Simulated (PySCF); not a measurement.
# Exact simulation of a proton spin system

Molecule: `C1(O)CC1`, C3H6O.

Bonds (- single, = double, # triple, : aromatic): O1-C2 1.389 Å, C2-C3 1.498 Å, C3-C4 1.508 Å, C4-C2 1.498 Å. O1 carries H5; C2 carries H6; C3 carries H7, H8; C4 carries H9, H10. H7, H9 are cis to O1 on the ring; H8, H10 are trans to O1 on the ring.

[PySCF 2.14: GFN2-xTB geometry; PBE0/pcSseg-1 with gauge-including orbitals; couplings computed with B3LYP/pcJ-1 (without the spin–dipole term); isolated molecule; relativity neglected; one conformer; fast rotation and ring inversion assumed for equivalent nuclei]

Shifts are taken against calculated references (same method and geometry level): ¹H vs TMS.

Shifts (ppm): H6 3.37, H7/H9 0.15, H8/H10 0.49.
Couplings (Hz): H6–H7, H6–H9: 3.6; H6–H8, H6–H10: 7.4; H7–H8, H9–H10: -7.9; H7–H9: 12.6; H7–H10, H8–H9: 7.6; H8–H10: 11.9.

The 5-spin Hamiltonian (Zeeman plus full scalar coupling among like nuclei) was diagonalised exactly; lines are Lorentzian, 0.7 Hz wide, and the maxima above 3 % are listed with the tallest set to 100.

(1) Give the ¹H peak list of this spin system at 300 MHz.

(2) And at 600 MHz?

(3) Among coupled protons with different shifts, which pair is furthest from first order, and how does the field change that?

Results:

(1) 
| Hz | ppm | height |
| --- | --- | --- |
| 1022.1 | 3.407 | 16 |
| 1018.4 | 3.395 | 31 |
| 1014.7 | 3.382 | 44 |
| 1011.1 | 3.370 | 62 |
| 1007.4 | 3.358 | 45 |
| 1003.7 | 3.346 | 32 |
| 1000.1 | 3.334 | 16 |
| 159.3 | 0.531 | 16 |
| 158.7 | 0.529 | 17 |
| 152.9 | 0.510 | 34 |
| 151.2 | 0.504 | 97 |
| 148.4 | 0.495 | 34 |
| 145.5 | 0.485 | 34 |
| 143.8 | 0.479 | 100 |
| 143.3 | 0.478 | 91 |
| 141.1 | 0.470 | 33 |
| 136.5 | 0.455 | 23 |
| 135.8 | 0.453 | 22 |
| 124.2 | 0.414 | 5 |
| 116.9 | 0.390 | 5 |
| 73.3 | 0.244 | 4 |
| 69.6 | 0.232 | 5 |
| 54.2 | 0.181 | 22 |
| 53.7 | 0.179 | 23 |
| 50.7 | 0.169 | 24 |
| 50.0 | 0.167 | 27 |
| 49.1 | 0.164 | 36 |
| 46.2 | 0.154 | 87 |
| 45.5 | 0.152 | 52 |
| 44.6 | 0.149 | 42 |
| 43.0 | 0.143 | 74 |
| 42.6 | 0.142 | 81 |
| 41.0 | 0.137 | 33 |
| 38.8 | 0.129 | 19 |
| 38.2 | 0.127 | 18 |
| 35.2 | 0.117 | 17 |
| 34.5 | 0.115 | 16 |

(2) 
```json
{"Hz": "2033.0", "ppm": "3.388", "height": "13"}
{"Hz": "2029.4", "ppm": "3.382", "height": "26"}
{"Hz": "2025.7", "ppm": "3.376", "height": "36"}
{"Hz": "2022.0", "ppm": "3.370", "height": "52"}
{"Hz": "2018.4", "ppm": "3.364", "height": "37"}
{"Hz": "2014.6", "ppm": "3.358", "height": "26"}
{"Hz": "2011.0", "ppm": "3.352", "height": "13"}
{"Hz": "306.1", "ppm": "0.510", "height": "14"}
{"Hz": "305.4", "ppm": "0.509", "height": "15"}
{"Hz": "299.9", "ppm": "0.500", "height": "28"}
{"Hz": "297.9", "ppm": "0.497", "height": "98"}
{"Hz": "295.4", "ppm": "0.492", "height": "28"}
{"Hz": "292.6", "ppm": "0.488", "height": "28"}
{"Hz": "290.5", "ppm": "0.484", "height": "100"}
{"Hz": "288.1", "ppm": "0.480", "height": "27"}
{"Hz": "283.2", "ppm": "0.472", "height": "18"}
{"Hz": "282.5", "ppm": "0.471", "height": "17"}
{"Hz": "99.6", "ppm": "0.166", "height": "17"}
{"Hz": "99.0", "ppm": "0.165", "height": "18"}
{"Hz": "96.0", "ppm": "0.160", "height": "18"}
{"Hz": "95.3", "ppm": "0.159", "height": "20"}
{"Hz": "94.1", "ppm": "0.157", "height": "29"}
{"Hz": "91.6", "ppm": "0.153", "height": "87"}
{"Hz": "90.5", "ppm": "0.151", "height": "39"}
{"Hz": "89.6", "ppm": "0.149", "height": "35"}
{"Hz": "88.1", "ppm": "0.147", "height": "86"}
{"Hz": "86.0", "ppm": "0.143", "height": "27"}
{"Hz": "84.1", "ppm": "0.140", "height": "17"}
{"Hz": "83.5", "ppm": "0.139", "height": "16"}
{"Hz": "80.5", "ppm": "0.134", "height": "15"}
{"Hz": "79.8", "ppm": "0.133", "height": "14"}
```

(3) H7 and H8: Δν/J is about 12.9 at 300 MHz (close to first order) and 25.8 at 600 MHz (close to first order). J in Hz doesn't depend on the field, while Δν in Hz grows in proportion to it. The system also holds chemically equivalent protons that couple differently to a partner (AA′BB′ or AA′XX′ type), and that part stays second order at any field.

OH/NH shifts are gas-phase values; hydrogen bonding in solution moves them, usually downfield. Unscaled 3J(H,H) at this level run about 10 % above measured values.
